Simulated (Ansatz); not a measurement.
**Titanium, hcp under m-r²SCAN: structure, energy and stiffness**

What does m-r²SCAN give for titanium in the hcp structure? We relax it, solve it on a dense k-mesh, then scale the cell to 7 volumes from 88 to 112 % of the relaxed one and try a fit of the equation of state. The start is ferromagnetic. The k-meshes are 12×12×7 for the relaxation; 20×20×11 for the dense run; 20×20×11 for the volumes. It starts from a deposited cell (COD).

Computed with Ansatz 0.2.0 (DFT m-r2SCAN, plane waves (500 eV) with PAW, scalar-relativistic; the PAW data stem from PBE, with regenerated cores; m-r²SCAN is r²SCAN on the gauge-invariant kinetic-energy density, unless a step says otherwise).

### Step 1. The structure to begin with

Symmetry: P6_3/mmc, No. 194, hexagonal system. The conventional cell has a = 2.950 Å, b = 2.950 Å, c = 4.686 Å, α = 90.00°, β = 90.00°, γ = 120.00°. Ti (site symmetry -6m2) is surrounded by 12 Ti at 2.90 to 2.95 Å.

As a file:

```cif
data_structure
_symmetry_space_group_name_H-M 'P6_3/mmc'
_symmetry_Int_Tables_number 194
_cell_length_a 2.9500
_cell_length_b 2.9500
_cell_length_c 4.6860
_cell_angle_alpha 90.000
_cell_angle_beta 90.000
_cell_angle_gamma 120.000
_cell_volume 35.32
loop_
_atom_site_label
_atom_site_type_symbol
_atom_site_symmetry_multiplicity
_atom_site_Wyckoff_symbol
_atom_site_fract_x
_atom_site_fract_y
_atom_site_fract_z
_atom_site_occupancy
Ti1 Ti 2 c 0.33333 0.66667 0.25000 1
```

The atoms start with moments of +1 ×2 μB.

### Step 2. Geometry optimisation

input.yaml

```yaml
crystal:
  lattice:
    - [2.9499978604, 0.0, 0.0]
    - [-1.4749989302, 2.5547730882, 0.0]
    - [0.0, 0.0, 4.686]
  atoms:
    - { symbol: Ti, position: [0.3333333333, 0.6666666667, 0.25], spin: 1.0 }
    - { symbol: Ti, position: [0.6666666667, 0.3333333333, 0.75], spin: 1.0 }
hamiltonian:
  xc: mr2scan
  pseudopotentials:
    kind: paw
    azcp:
      Ti: "pseudopotentials/Ti.paw.azcp"
basis:
  ecutwfc: 500
  fft_grid_basis: typed
kpoints:
  mp_grid: { grid: [12, 12, 7], shift: [0, 0, 0] }
magnetization:
  spin_polarized: true
scf:
  occupations: { method: fermi_dirac, width: 0.05 }
relax:
  max_steps: 60
  f_tol: 0.01
  cell: {}
```

The runs that follow: Dense single point; The cell scaled to 88 % of its volume; The cell scaled to 92 % of its volume; The cell scaled to 96 % of its volume; The cell scaled to 100 % of its volume; The cell scaled to 104 % of its volume; The cell scaled to 108 % of its volume; The cell scaled to 112 % of its volume.

What does the calculation give? Wanted: space group; conventional cell; volume; shortest distance; gap on the mesh; magnetic state; V₀, B₀, B₀′.

As calculated:

```
                      quantity                                   value
space group (spins left aside)                      P6_3/mmc (No. 194)
             conventional cell  a = 2.935 Å, c = 4.639 Å (c/a = 1.580)
                        volume                          17.307 Å³/atom
             shortest distance                                 2.873 Å
   against the measured volume                 -2.0 % (17.658 Å³/atom)
               gap on the mesh            none (levels filled in part)
                magnetic state                            non-magnetic
                   V₀, B₀, B₀′            17.301 Å³/atom, 117 GPa, 3.5
```

**Reading.** The relaxed volume lies 2.0 % below the deposited cell. Part of the miss is zero-point motion and any thermal expansion in the deposited cell. The moments die out: the run ends non-magnetic. No gap shows: it is a metal or semimetal at this level. The fitted modulus is 117 GPa; letting shape and positions relax at each volume could only lower it.
